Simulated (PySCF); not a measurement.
## Si2H3Cl

Si2H3Cl is a silylene (divalent Si1, bonded to 1 Cl + 1 Si), neutral, singlet. The structure, one conformer, was relaxed in the gas phase by PBE0-D3(BJ)/def2-SVP. No frequency run checks that it is a minimum.

The lowest triplet lies only 1.02 eV up at this geometry (Tamm-Dancoff CAM-B3LYP/def2-SVPD) and falls further when it relaxes, so it may lie near or below this singlet. Shieldings at and next to the centre that carries it rest on this small gap and are unreliable.

SMILES: [SiH3][Si]Cl

```xyz
6

Si    1.507   -1.035    0.370
Si   -0.666   -0.020    0.021
Cl    2.667    0.573   -0.323
H    -0.645    1.354   -0.569
H    -1.468   -0.927   -0.867
H    -1.374    0.023    1.345
```
(Å; atoms numbered from 1)

Shieldings: GIAO PBE0/pcSseg-2. Shifts are against computed references at the same level: H TMS (σ 31.24 ppm), Si TMS (σ 341.3 ppm). Core levels by delta-SCF with SCAN, pcX-2 on the ionised atom and pcseg-1 elsewhere, spin-free X2C (2p3/2 is the spin-free 2p value less a third of a first-order spin-orbit splitting); from the vacuum level, for chosen atoms.

(1) Give the shieldings and core levels atom by atom.

(2) Which of Si1, Si2 holds its core electrons tightest, and by how much against the loosest?

(3) By CAM-B3LYP/def2-SVPD (TDDFT singlets, Tamm-Dancoff triplets, ionisation by delta-SCF), where does absorption start, and what does vertical ionisation take?

## Answers

(1) 
```csv
atoms,bonded to,σ (ppm),δ (ppm),core level (eV)
Si1,1 Cl + 1 Si,-589.0,930.2,2p3/2 108.12
Si2,1 Si + 3 H,418.5,-77.2,2p3/2 106.42
Cl3,1 Si,185.0,-,2p3/2 205.92
H4 H5 H6,1 Si,27.33,3.91,-
```

Values are those of this one static structure, with the three H of a rotating XH3 group averaged; atoms that internal rotation interchanges would show their mean in an NMR spectrum.

(2) Si1 (bonded to 1 Cl + 1 Si), by 1.70 eV over Si2 (bonded to 1 Si + 3 H).

(3) The lowest singlet lies at 1.90 eV (f 0.003), the strongest of the first 6 at 5.89 eV (f 0.156), the lowest triplet at 1.02 eV; vertical ionisation takes 8.59 eV.

The 3 runs behind this took 36 s in all, one thread each of Arm Neoverse V1 on a shared host, launched as `OMP_NUM_THREADS=1 python cluster_run.py task.json out`.
